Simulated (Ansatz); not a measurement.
# S₂O+ (doublet): energies up the ladder, part 2 of 2

Wanted for S₂O+ (doublet): energies up the ladder. Charge +1. Spin multiplicity 2.

Ansatz 0.2.0, Gaussian bases. The steps go on from the part before.

**7. Single point, B3LYP-D4/def2-TZVPP**

Contents of input.yaml:

```yaml
crystal:
  periodic: [false, false, false]
  atoms:
    - { symbol: O, position_ang: [-1.58099219, 0.39865108, -0.0035767] }
    - { symbol: S, position_ang: [-0.49283089, -0.52934194, -0.00392435] }
    - { symbol: S, position_ang: [1.28143308, 0.33142086, 0.00571105] }
magnetization:
  spin_polarized: true
  initial_magnetization: 1
total_charge: 1
basis:
  gaussian: { orbitals: def2-TZVPP }
hamiltonian:
  xc: { name: B3LYP }
  dispersion: d4
```

On the command line:

```sh
$ ansatz run input.yaml --threads 2 --pin off --max-ram 5120MiB --backend cpu --events-out ev --progress --plain --runs-dir out
```

The program printed:

```text
Warning: RAYON_NUM_THREADS=2 ignored (pool sized by the plan → 2); use --threads N
Engine: ansatz 0.2.0, x86_64-unknown-linux-gnu
Functional definition: B3LYP
  parameter a0 = 0.2
  parameter ax = 0.72
  parameter ac = 0.81
  exchange = (1 - a0 - ax)*slater_x + ax*b88_x + a0*exact_x
  correlation = (1 - ac)*vwn_rpa_c + ac*lyp_c
743 factors; their error is unknown
mean field evaluation 1: about -23691.4824 eV, gradient 6.8e1 eV
mean field evaluation 2: about -23472.9316 eV, gradient 1.7e2 eV
mean field evaluation 4: about -23708.4140 eV, gradient 1.2e1 eV
mean field evaluation 8: about -23709.1050 eV, gradient 2.0e-1 eV
mean field evaluation 16: about -23709.1244 eV, gradient 4.3e-3 eV
mean field evaluation 32: about -23709.0332 eV, gradient 3.9e0 eV
mean field -23709.12444020 eV, -871.2942525554 hartree, gradient 3.0e-5 eV, S^2 0.766027; 5 other end points of the search recorded, 0 dependent functions left out
reference -23709.12462580 eV, -871.2942593763 hartree; 20, 19 occupied and 95, 96 virtual orbitals, 743 factors
Total energy: -23709.22872126 eV, -871.2980848137 hartree
```

Run time: 9.4 s. Hardware: 2 threads of Intel Xeon Platinum 8259CL at 2.50GHz (Skylake/Cascade Lake), shared host; peak memory 0.24 GiB.

**8. Single point, wB97M-V/def2-TZVPP**

Edit input.yaml of step 7 so:

```diff
@@ -13,3 +13,2 @@
 hamiltonian:
-  xc: { name: B3LYP }
-  dispersion: d4
+  xc: { name: wB97M-V }
```

On the command line:

```sh
$ ansatz run input.yaml --threads 2 --pin off --max-ram 5120MiB --backend cpu --events-out ev --progress --plain --runs-dir out
```

The program printed (excerpt; [...] marks lines left out):

```text
Warning: RAYON_NUM_THREADS=2 ignored (pool sized by the plan → 2); use --threads N
[...]
Functional definition: wB97M-V
[...]
  gx(w, u) = 1 - cx + cx01*u + cx10*w
  gss(w, u) = css00 + css04*u^4 + css10*w + css20*w^2 + css43*w^4*u^3
  gos(w, u) = cos00 + cos10*w + (cos20 + cos21*u)*w^2 + (cos60 + cos61*u)*w^6
[...]
      + integral(e_c_pw_mod_opposite_spin*gos(b97_w_opposite, b97_u_opposite)) + vv10(b, c)
733 factors; their error is unknown
116 factors; integrals over basis functions are off by at most 3.0e-5 eV
[...]
mean field -23706.59326294 eV, -871.2012335071 hartree, gradient 4.1e-5 eV, S^2 0.767973; 5 other end points of the search recorded, 0 dependent functions left out
reference -23706.59329310 eV, -871.2012346153 hartree; 20, 19 occupied and 95, 96 virtual orbitals, 733 factors
Total energy: -23706.59329310 eV, -871.2012346153 hartree
```

Wall time 35 s (2 threads of Intel Xeon Platinum 8259CL at 2.50GHz (Skylake/Cascade Lake), shared host); peak memory 0.44 GiB.

**9. Single point, B2PLYP/def2-TZVPP**

Edit input.yaml of step 8 so:

```diff
@@ -13,2 +13,2 @@
 hamiltonian:
-  xc: { name: wB97M-V }
+  xc: { name: B2PLYP }
```

On the command line:

```sh
$ ansatz run input.yaml --threads 2 --pin off --max-ram 5120MiB --backend cpu --events-out ev --progress --plain --runs-dir out
```

The program printed (excerpt; [...] marks lines left out):

```text
Warning: RAYON_NUM_THREADS=2 ignored (pool sized by the plan → 2); use --threads N
[...]
Functional definition: B2PLYP
[...]
693 factors; integrals over basis functions are off by at most 9.2e-4 eV
[...]
mean field -23695.15582080 eV, -870.7809152608 hartree, gradient 8.7e-6 eV, S^2 0.868115; 8 other end points of the search recorded, 0 dependent functions left out
11 core orbitals not correlated: weight in the atoms' cores, before any rotation towards them, 1.000 or more for the frozen orbitals, at most 0.000 for the correlated occupied ones
reference -23695.15593850 eV, -870.7809195862 hartree; 9, 8 occupied and 95, 96 virtual orbitals, 693 factors
second order -18.84063449 eV of doubles, -0.00000000 eV of singles
Total energy: -23700.24290981 eV, -870.9678623339 hartree
```

Wall time 32 s (2 threads of Intel Xeon Platinum 8259CL at 2.50GHz (Skylake/Cascade Lake), shared host); peak memory 0.32 GiB.

**10. Single point, LDA/def2-TZVPP**

Edit input.yaml of step 9 so:

```diff
@@ -13,2 +13,2 @@
 hamiltonian:
-  xc: { name: B2PLYP }
+  xc: lda
```

On the command line:

```sh
$ ansatz run input.yaml --threads 2 --pin off --max-ram 5120MiB --backend cpu --events-out ev --progress --plain --runs-dir out
```

The program printed:

```text
Warning: RAYON_NUM_THREADS=2 ignored (pool sized by the plan → 2); use --threads N
[... 1 set-up line as earlier in the session ...]
Functional definition: SPW92
  exchange = slater_x
  correlation = pw_c
719 factors; their error is unknown
mean field evaluation 1: about -23598.3825 eV, gradient 7.5e1 eV
mean field evaluation 2: about -23315.0448 eV, gradient 1.8e2 eV
mean field evaluation 4: about -23613.9878 eV, gradient 3.3e1 eV
mean field evaluation 8: about -23619.7640 eV, gradient 6.0e-1 eV
mean field evaluation 16: about -23619.7583 eV, gradient 2.1e-3 eV
mean field evaluation 32: about -23619.7571 eV, gradient 3.9e-1 eV
mean field evaluation 64: about -23619.6049 eV, gradient 1.3e0 eV
mean field -23619.75833000 eV, -868.0101085802 hartree, gradient 1.3e-5 eV, S^2 0.757478; 9 other end points of the search recorded, 0 dependent functions left out
reference -23619.75835386 eV, -868.0101094571 hartree; 20, 19 occupied and 95, 96 virtual orbitals, 719 factors
Total energy: -23619.75835386 eV, -868.0101094571 hartree
```

Run time: 8.1 s. Hardware: 2 threads of Intel Xeon Platinum 8259CL at 2.50GHz (Skylake/Cascade Lake), shared host; peak memory 0.2 GiB.

**11. Single point, PBE0-D4/def2-SVP**

Edit input.yaml of step 10 so:

```diff
@@ -11,4 +11,5 @@
 basis:
-  gaussian: { orbitals: def2-TZVPP }
+  gaussian: { orbitals: def2-SVP }
 hamiltonian:
-  xc: lda
+  xc: pbe0
+  dispersion: d4
```

On the command line:

```sh
$ ansatz run input.yaml --threads 2 --pin off --max-ram 5120MiB --backend cpu --events-out ev --progress --plain --runs-dir out
```

The program printed:

```text
Warning: RAYON_NUM_THREADS=2 ignored (pool sized by the plan → 2); use --threads N
[... 2 set-up lines as earlier in the session ...]
  parameter a = 0.25
[... 2 set-up lines as earlier in the session ...]
  exchange = (1 - a)*pbe_x(kappa = kappa, mu = beta*pi^2/3) + a*exact_x
[... 1 set-up line as earlier in the session ...]
449 factors; integrals over basis functions are off by at most 1.1e-3 eV
mean field evaluation 1: about -23673.0119 eV, gradient 5.8e1 eV
mean field evaluation 2: about -23501.2010 eV, gradient 1.5e2 eV
mean field evaluation 4: about -23687.4921 eV, gradient 5.2e0 eV
mean field evaluation 8: about -23687.6689 eV, gradient 6.4e-1 eV
mean field evaluation 16: about -23687.7249 eV, gradient 2.3e-2 eV
mean field evaluation 32: about -23687.6075 eV, gradient 1.2e0 eV
mean field -23687.72492167 eV, -870.5078347548 hartree, gradient 4.8e-5 eV, S^2 0.780778; 5 other end points of the search recorded, 0 dependent functions left out
reference -23687.72493293 eV, -870.5078351687 hartree; 20, 19 occupied and 30, 31 virtual orbitals, 449 factors
Total energy: -23687.77690076 eV, -870.5097449512 hartree
```

It took 4.5 s on 2 threads of Intel Xeon Platinum 8259CL at 2.50GHz (Skylake/Cascade Lake), shared host; peak memory 0.13 GiB.

**12. Single point, PBE-D4/def2-SVP**

Edit input.yaml of step 11 so:

```diff
@@ -13,3 +13,3 @@
 hamiltonian:
-  xc: pbe0
+  xc: pbe
   dispersion: d4
```

On the command line:

```sh
$ ansatz run input.yaml --threads 2 --pin off --max-ram 5120MiB --backend cpu --events-out ev --progress --plain --runs-dir out
```

The program printed (excerpt; [...] marks lines left out):

```text
Warning: RAYON_NUM_THREADS=2 ignored (pool sized by the plan → 2); use --threads N
[... 6 set-up lines as earlier in the session ...]
553 factors; their error is unknown
mean field evaluation 1: about -23667.0892 eV, gradient 6.7e1 eV
mean field evaluation 2: about -23432.9108 eV, gradient 1.7e2 eV
mean field evaluation 4: about -23684.7164 eV, gradient 1.8e1 eV
mean field evaluation 8: about -23686.7727 eV, gradient 4.9e-1 eV
mean field evaluation 16: about -23686.7291 eV, gradient 1.6e-3 eV
mean field evaluation 32: about -23686.7272 eV, gradient 2.8e-1 eV
mean field evaluation 64: about -23686.7229 eV, gradient 6.1e-1 eV
mean field -23686.72908975 eV, -870.4712386068 hartree, gradient 1.6e-5 eV, S^2 0.760551; 9 other end points of the search recorded, 0 dependent functions left out
reference -23686.72910490 eV, -870.4712391634 hartree; 20, 19 occupied and 30, 31 virtual orbitals, 553 factors
Total energy: -23686.79172454 eV, -870.4735403927 hartree
```

Run time: 5.8 s. Hardware: 2 threads of Intel Xeon Platinum 8259CL at 2.50GHz (Skylake/Cascade Lake), shared host; peak memory 0.12 GiB.

**13. Single point, CCSD(T)/def2-TZVPP**

Edit input.yaml of step 12 so:

```diff
@@ -11,5 +11,6 @@
 basis:
-  gaussian: { orbitals: def2-SVP }
-hamiltonian:
-  xc: pbe
-  dispersion: d4
+  gaussian: { orbitals: def2-TZVPP }
+correlation:
+  method: ccsd_t
+scf:
+  omitted_lower_state_checks: [cluster_reference]
```

On the command line:

```sh
$ ansatz run input.yaml --threads 2 --pin off --max-ram 5120MiB --backend cpu --events-out ev --progress --plain --runs-dir out
```

The program printed (excerpt; [...] marks lines left out):

```text
Warning: RAYON_NUM_THREADS=2 ignored (pool sized by the plan → 2); use --threads N
[...]
Functional definition: HF
[...]
693 factors; integrals over basis functions are off by at most 9.2e-4 eV
[...]
mean field -23662.97883264 eV, -869.5984327564 hartree, gradient 3.0e-6 eV, S^2 1.326058; 19 other end points of the search recorded, 0 dependent functions left out
11 core orbitals not correlated: weight in the atoms' cores, before any rotation towards them, 1.000 or more for the frozen orbitals, at most 0.000 for the correlated occupied ones
reference -23662.97883264 eV, -869.5984327564 hartree; 9, 8 occupied and 95, 96 virtual orbitals, 693 factors
second order -13.92953666 eV of doubles, -0.00000000 eV of singles
cycle   1  -14.16345333 eV  change   -2.3e-1 eV  update   1.4e-1
[...]
cycle  20  -15.16280539 eV  change   -1.2e-5 eV  update   3.0e-6
perturbative correction -0.90215827 eV, -0.0331537050 hartree
Total energy: -23679.04379630 eV, -870.1888092817 hartree
Checks for a lower state left out: cluster_reference
```

Wall time 62 s (2 threads of Intel Xeon Platinum 8259CL at 2.50GHz (Skylake/Cascade Lake), shared host); peak memory 0.68 GiB.

**14. Single point, CCSD(T)/def2-QZVPP**

Edit input.yaml of step 13 so:

```diff
@@ -11,3 +11,3 @@
 basis:
-  gaussian: { orbitals: def2-TZVPP }
+  gaussian: { orbitals: def2-QZVPP.json }
 correlation:
```

On the command line:

```sh
$ ansatz run input.yaml --threads 2 --pin off --max-ram 5120MiB --backend cpu --events-out ev --progress --plain --runs-dir out
```

The program printed (excerpt; [...] marks lines left out):

```text
Warning: RAYON_NUM_THREADS=2 ignored (pool sized by the plan → 2); use --threads N
[...]
[... 1 set-up line as earlier in the session ...]
[...]
1207 factors; integrals over basis functions are off by at most 9.8e-4 eV
[...]
mean field -23663.74124627 eV, -869.6264509405 hartree, gradient 9.5e-6 eV, S^2 1.331024; 19 other end points of the search recorded, 0 dependent functions left out
11 core orbitals not correlated: weight in the atoms' cores, before any rotation towards them, 1.000 or more for the frozen orbitals, at most 0.000 for the correlated occupied ones
reference -23663.74124627 eV, -869.6264509405 hartree; 9, 8 occupied and 177, 178 virtual orbitals, 1207 factors
second order -15.14571048 eV of doubles, -0.00000000 eV of singles
cycle   1  -15.21296667 eV  change   -6.7e-2 eV  update   1.4e-1
[...]
cycle  21  -16.22300767 eV  change   -2.0e-6 eV  update   1.9e-6
perturbative correction -1.01093352 eV, -0.0371511215 hartree
Total energy: -23680.97518746 eV, -870.2597865976 hartree
Checks for a lower state left out: cluster_reference
```

Run time: 3.9 min. Hardware: 2 threads of Intel Xeon Platinum 8259CL at 2.50GHz (Skylake/Cascade Lake), shared host; peak memory 3.4 GiB.

**15. Extrapolation to the basis-set limit**

CCSD(T)/CBS estimate, frozen core: CCSD(T) correlation extrapolated, from def2-TZVPP and def2-QZVPP: mean field -23663.8463 eV, total -23681.9461 eV. The exponents are 7.88 (mean field) and 2.97 (correlation).

**16. Geometries side by side**

| level | O1–S2 (Å) | S2–S3 (Å) | rotational constants (MHz) | highest frequency (cm⁻¹) | CPU time |
| --- | --- | --- | --- | --- | --- |
| PBE0-D4/def2-TZVPP | 1.4301 | 1.9721 | 37718, 4961.5, 4384.7 | 1297 | 72 s |

Constants are for the commonest isotopes at the equilibrium geometry; times are CPU times of the relaxations.

**17. Total energies**

```csv
level,energy (eV),CPU time
PBE-D4/def2-TZVPP,-23697.5711,18 s
r2SCAN-D4/def2-TZVPP,-23706.0627,38 s
B3LYP-D4/def2-TZVPP,-23709.2287,13 s
wB97M-V/def2-TZVPP,-23706.5933,54 s
B2PLYP/def2-TZVPP,-23700.2429,40 s
LDA/def2-TZVPP,-23619.7584,8.6 s
PBE0-D4/def2-SVP,-23687.7769,5.2 s
PBE-D4/def2-SVP,-23686.7917,7.7 s
CCSD(T)/def2-TZVPP,-23679.0438,83 s
CCSD(T)/def2-QZVPP,-23680.9752,6.9 min
CCSD(T)/CBS,-23681.9461,-
```

**18. Outcome**

This closing draws on all 2 parts.

| quantity | value |
| --- | --- |
| O1–S2 at PBE0-D4/def2-TZVPP | 1.430 Å |
| S2–S3 at PBE0-D4/def2-TZVPP | 1.972 Å |
| frequencies at PBE0-D4/def2-TZVPP | 247 to 1297 cm⁻¹ |
| energy at CCSD(T)/CBS | -23681.946 eV |

What this shows: No mode is imaginary, so the geometry is a minimum. These totals serve in differences with atoms or fragments at the same level; alone they don't rank the methods. A T1 diagnostic of 0.063 (charge +1) lies over the usual mark for one of the runs, a hint of some multireference character there. <S²> exceeds the pure value by up to 0.58: some mean fields break spin symmetry, which blurs their results.
